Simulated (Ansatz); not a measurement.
## Nudged elastic band run: C3H5NO

The input (input.yaml):

```yaml
crystal:
  periodic: [false, false, false]
  atoms:
    - { symbol: "N", position_ang: [-1.546135, -1.130672, -0.547349] }
    - { symbol: C, position_ang: [-0.546131, -0.701705, 0.343326] }
    - { symbol: C, position_ang: [0.372556, 0.223956, 0.084285] }
    - { symbol: C, position_ang: [1.562872, 1.006229, 0.25834] }
    - { symbol: O, position_ang: [0.716985, 1.074358, -0.936029] }
    - { symbol: H, position_ang: [-2.456954, -1.233217, -0.104964] }
    - { symbol: H, position_ang: [-1.631238, -0.533569, -1.366683] }
    - { symbol: H, position_ang: [-0.493824, -1.230323, 1.298691] }
    - { symbol: H, position_ang: [2.554024, 0.563065, 0.092238] }
    - { symbol: H, position_ang: [1.550843, 1.910778, 0.881244] }
basis:
  gaussian: { orbitals: def2-SVP }
hamiltonian:
  xc: b3lyp
  dispersion: d4
neb:
  order_check: false
  images: 5
  f_tol: 0.5
  max_iterations: 60
  final_atoms:
    - { symbol: "N", position_ang: [-1.37803416, -1.04104903, -0.12414991] }
    - { symbol: C, position_ang: [-0.41418495, -0.55002813, 0.99337207] }
    - { symbol: C, position_ang: [0.44368633, 0.24766349, 0.36515442] }
    - { symbol: C, position_ang: [1.55371493, 1.1385925, 0.19169665] }
    - { symbol: O, position_ang: [0.70264985, 0.735639, -0.93092422] }
    - { symbol: H, position_ang: [-2.34037445, -0.79848871, 0.13037493] }
    - { symbol: H, position_ang: [-1.19101986, -0.66827629, -1.07478256] }
    - { symbol: H, position_ang: [-1.34569678, -2.06418121, -0.17122579] }
    - { symbol: H, position_ang: [2.58141596, 0.7513208, 0.15054375] }
    - { symbol: H, position_ang: [1.47084114, 2.19770756, 0.47303966] }
  initial_path:
    images:
      - { positions_ang: [[-1.546135, -1.130672, -0.547349], [-0.546131, -0.701705, 0.343326], [0.372556, 0.223956, 0.084285], [1.562872, 1.006229, 0.25834], [0.716985, 1.074358, -0.936029], [-2.456954, -1.233217, -0.104964], [-1.631238, -0.533569, -1.366683], [-0.493824, -1.230323, 1.298691], [2.554024, 0.563065, 0.092238], [1.550843, 1.910778, 0.881244]] }
      - { positions_ang: [[-1.51652715, -1.11746961, -0.46824397], [-0.53085773, -0.64223356, 0.37432302], [0.38768073, 0.25106258, 0.06420273], [1.59463442, 1.03917005, 0.24647795], [0.75417854, 1.02322408, -0.98507644], [-2.4340001, -1.19794077, -0.01695264], [-1.61511735, -0.54314221, -1.31733536], [-0.63214751, -1.40426165, 1.09653364], [2.55098602, 0.58447604, 0.1698105], [1.52416814, 1.95601504, 0.83935957]] }
      - { positions_ang: [[-1.48691931, -1.10426721, -0.38913894], [-0.51558446, -0.58276212, 0.40532004], [0.40280545, 0.27816916, 0.04412046], [1.62639683, 1.0721111, 0.2346159], [0.79137208, 0.97209017, -1.03412388], [-2.4110462, -1.16266453, 0.07105872], [-1.59899669, -0.55271542, -1.26798773], [-0.77047102, -1.5782003, 0.89437628], [2.54794805, 0.60588709, 0.24738299], [1.49749327, 2.00125208, 0.79747515]] }
      - { positions_ang: [[-1.45731146, -1.09106482, -0.31003391], [-0.5003112, -0.52329068, 0.43631706], [0.41793018, 0.30527574, 0.02403819], [1.65815925, 1.10505214, 0.22275385], [0.82856562, 0.92095625, -1.08317131], [-2.3880923, -1.1273883, 0.15907007], [-1.58287604, -0.56228863, -1.21864009], [-0.90879453, -1.75213895, 0.69221892], [2.54491007, 0.62729813, 0.32495549], [1.47081841, 2.04648912, 0.75559072]] }
      - { positions_ang: [[-1.4308857, -1.07439289, -0.24807257], [-0.47160245, -0.53220316, 0.62200207], [0.42651556, 0.28607166, 0.1377436], [1.62334447, 1.11623226, 0.21240145], [0.7865937, 0.85918384, -1.03242228], [-2.37218635, -1.0177551, 0.14950503], [-1.45225731, -0.59761785, -1.17068758], [-1.05442861, -1.85615304, 0.40440402], [2.5570787, 0.66863902, 0.26681824], [1.47082599, 2.09689526, 0.66140703]] }
      - { positions_ang: [[-1.40445993, -1.05772096, -0.18611124], [-0.4428937, -0.54111565, 0.80768707], [0.43510095, 0.26686758, 0.25144901], [1.5885297, 1.12741238, 0.20204905], [0.74462177, 0.79741142, -0.98167325], [-2.3562804, -0.90812191, 0.13993998], [-1.32163858, -0.63294707, -1.12273507], [-1.20006269, -1.96016712, 0.11658911], [2.56924733, 0.70997991, 0.208681], [1.47083356, 2.14730141, 0.56722335]] }
      - { positions_ang: [[-1.37803416, -1.04104903, -0.12414991], [-0.41418495, -0.55002813, 0.99337207], [0.44368633, 0.24766349, 0.36515442], [1.55371493, 1.1385925, 0.19169665], [0.70264985, 0.735639, -0.93092422], [-2.34037445, -0.79848871, 0.13037493], [-1.19101986, -0.66827629, -1.07478256], [-1.34569678, -2.06418121, -0.17122579], [2.58141596, 0.7513208, 0.15054375], [1.47084114, 2.19770756, 0.47303966]] }
```

Run as:

```bash
$ ansatz run input.yaml --threads 2 --pin off --max-ram 3072MiB --backend cpu --events-out ev --progress --plain --runs-dir out
```

Output, in part (warnings, iteration lines, the closing report on the highest movable image, with atoms numbered from 0):

```
NEB end point (image 0): max|allowed force component| = 9.270e-3 eV/Å (the criterion of neb.relax_end_points is 1.000e-1)
NEB end point (image 6): max|allowed force component| = 7.305e-3 eV/Å (the criterion of neb.relax_end_points is 1.000e-1)
NEB iter   1: max|band force component| = 5.987e0 eV/Å  barrier→ = 4.3757 eV  barrier← = 1.8802 eV  Δτ_max = 0.1717 Å  (189 SCF iters)
NEB iter   2: max|band force component| = 2.966e0 eV/Å  barrier→ = 3.6497 eV  barrier← = 1.1542 eV  Δτ_max = 0.1981 Å  (158 SCF iters)
NEB iter   3: max|band force component| = 7.544e-1 eV/Å  barrier→ = 3.3272 eV  barrier← = 0.8317 eV  Δτ_max = 0.0541 Å  (148 SCF iters)
NEB iter   4: max|band force component| = 1.415e0 eV/Å  barrier→ = 3.2738 eV  barrier← = 0.7783 eV  CI = image 4  Δτ_max = 0.1961 Å  (152 SCF iters)
NEB iter   5: max|band force component| = 1.103e0 eV/Å  barrier→ = 3.6063 eV  barrier← = 1.1108 eV  CI = image 4  Δτ_max = 0.0619 Å  (155 SCF iters)
NEB iter   6: max|band force component| = 6.777e-1 eV/Å  barrier→ = 3.5987 eV  barrier← = 1.1033 eV  CI = image 4  Δτ_max = 0.0502 Å  (150 SCF iters)
NEB iter   7: max|band force component| = 1.571e-1 eV/Å  barrier→ = 3.5969 eV  barrier← = 1.1014 eV  CI = image 4  Δτ_max = 0.0000 Å  (293 SCF iters)
Total energy: -6718.69054588 eV, -246.9073234691 hartree
Atom 0 at    -1.507772    -1.057170    -0.285538 Å, force    -0.051223    -0.053706    -0.146422 eV/Å
Atom 1 at    -0.484399    -0.548410     0.755437 Å, force     0.079115     0.005439     0.147679 eV/Å
Atom 2 at     0.410609     0.286035     0.253355 Å, force     0.003061     0.026575    -0.104295 eV/Å
Atom 3 at     1.589797     1.102602     0.223003 Å, force     0.138027     0.030579     0.064952 eV/Å
Atom 4 at     0.656766     1.008502    -0.901888 Å, force    -0.081558    -0.048525    -0.000009 eV/Å
Atom 5 at    -2.473578    -0.906573     0.004606 Å, force     0.007988    -0.006267     0.015712 eV/Å
Atom 6 at    -1.348814    -0.885978    -1.288162 Å, force     0.001412     0.005321     0.027206 eV/Å
Atom 7 at    -0.947228    -1.779949     0.476328 Å, force    -0.049021     0.042137    -0.002581 eV/Å
Atom 8 at     2.574814     0.648768     0.043996 Å, force    -0.015841     0.012105    -0.002421 eV/Å
Atom 9 at     1.612802     2.081073     0.721961 Å, force    -0.031961    -0.013658     0.000178 eV/Å
Dipole moment:    -0.273312    -0.165804    -0.282594 e Å
```

The forces met the threshold. The threshold of 0.5 eV/Å is loose, so the images may lie well off the minimum-energy path. Neighbouring images differ by up to 1.7 eV, so the band resolves the path poorly. The order of the stationary point at the top wasn't checked. The orbitals stay closed-shell, which can raise the energy where a bond breaks towards radicals; this wasn't checked here.

Final band (atoms are numbered from 1 in the order of the input):

```json
{"image": "0", "path coordinate (Å)": "0.00", "energy (eV)": "0.00", "C2–H8 (Å)": "1.09", "N1–H8 (Å)": "2.13"}
{"image": "1", "path coordinate (Å)": "0.42", "energy (eV)": "0.05", "C2–H8 (Å)": "1.09", "N1–H8 (Å)": "2.11"}
{"image": "2", "path coordinate (Å)": "0.85", "energy (eV)": "0.66", "C2–H8 (Å)": "1.08", "N1–H8 (Å)": "1.90"}
{"image": "3", "path coordinate (Å)": "1.27", "energy (eV)": "2.34", "C2–H8 (Å)": "1.12", "N1–H8 (Å)": "1.56"}
{"image": "4", "path coordinate (Å)": "1.70", "energy (eV)": "3.60", "C2–H8 (Å)": "1.34", "N1–H8 (Å)": "1.19"}
{"image": "5", "path coordinate (Å)": "2.29", "energy (eV)": "2.70", "C2–H8 (Å)": "1.90", "N1–H8 (Å)": "1.02"}
{"image": "6", "path coordinate (Å)": "2.88", "energy (eV)": "2.50", "C2–H8 (Å)": "2.13", "N1–H8 (Å)": "1.02"}
```

Time of the run: 83 s on 2 threads of Arm Neoverse V1, on a shared host, peak memory 0.19 GiB.
